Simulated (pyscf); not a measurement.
Multi-bond step: `[GeH4]` + `[FH]` + `[FH]` → `[F][GeH3]` + `[H][H]` + `[FH]`

Gas phase, singlet surface, charge 0. Bonds broken: Ge1–H2, H6–F7, H8–F9. Bonds formed: Ge1–F7, H2–H8, H6–F9. PySCF, gas phase, ωB97X-D3(BJ)/def2-SVP geometries.

Transition state (Å):

```xyz
9

Ge    -1.3112    -0.7856    -0.2179
H     -0.7770     0.4312     0.9913
H     -0.5018    -2.0099    -0.6481
H     -2.3480    -0.1741    -1.1551
H     -2.0747    -1.2415     1.0599
H      0.1321     1.3219    -0.8467
F      0.1585     0.2092    -1.2349
H     -0.5547     1.2068     0.5788
F     -0.1147     2.1616    -0.1813
```

One imaginary mode, 1081i cm⁻¹; descent along it reached the two sides named, in the forms told below.

```json
[
 {"bond": "Ge1–H2", "change": "breaks", "reactant side (Å)": "1.550", "saddle": "1.797", "product side": "3.5"},
 {"bond": "H6–F7", "change": "breaks", "reactant side (Å)": "0.935", "saddle": "1.179", "product side": "1.669"},
 {"bond": "H8–F9", "change": "breaks", "reactant side (Å)": "0.935", "saddle": "1.297", "product side": "2.270"},
 {"bond": "Ge1–F7", "change": "forms", "reactant side (Å)": "3.1", "saddle": "2.046", "product side": "1.777"},
 {"bond": "H2–H8", "change": "forms", "reactant side (Å)": "1.685", "saddle": "0.906", "product side": "0.761"},
 {"bond": "H6–F9", "change": "forms", "reactant side (Å)": "1.716", "saddle": "1.099", "product side": "0.937"}
]
```

Electronic energies relative to the separated reactants (kcal/mol):

| level | barrier | reaction energy | reverse barrier |
|---|---|---|---|
| ωB97X-D3(BJ)/def2-TZVP | 28.4 | -9.7 | 38.1 |
| PBE/def2-TZVP | 19.2 | -8.6 | 27.9 |
| r²SCAN/def2-TZVP | 21.3 | -10.3 | 31.6 |
| B3LYP-D3(BJ)/def2-TZVP | 25.3 | -9.8 | 35.1 |
| PBE0-D3(BJ)/def2-TZVP | 25.2 | -7.4 | 32.6 |
| M06-2X/def2-TZVP | 25.0 | -14.1 | 39.1 |
| ωB97M-D3(BJ)/def2-TZVP | 28.9 | -8.7 | 37.6 |
| HF/def2-TZVP | 52.9 | -9.5 | 62.4 |

With ωB97M-D3(BJ)/def2-TZVP energies and thermal terms (ideal gas, 1 atm, RRHO with modes under 100 cm⁻¹ raised to 100, one conformer, R ln 2 for chiral ones without a mode under 150 cm⁻¹), in kcal/mol:

```
T (K)   ΔH‡   ΔG‡     ΔH     ΔG
-----  ----  ----  -----  -----
298    28.2  45.9  -10.8  -10.2
600    27.8  64.0  -10.3   -9.8
900    28.6  82.0   -9.8   -9.6
1200   29.9  99.7   -9.6   -9.6
```

On the reactant side the descent ends in a bound adduct, 8.6 kcal/mol under the separated species and 36.9 kcal/mol under the saddle at ωB97X-D3(BJ)/def2-TZVP. On the product side the descent ends in a bound adduct (not fully relaxed), 8.1 kcal/mol under the separated species and 46.2 kcal/mol under the saddle at ωB97X-D3(BJ)/def2-TZVP. One saddle was located; it need not be the lowest between these sides. Elements up to Kr have no core potential and no relativistic terms here.
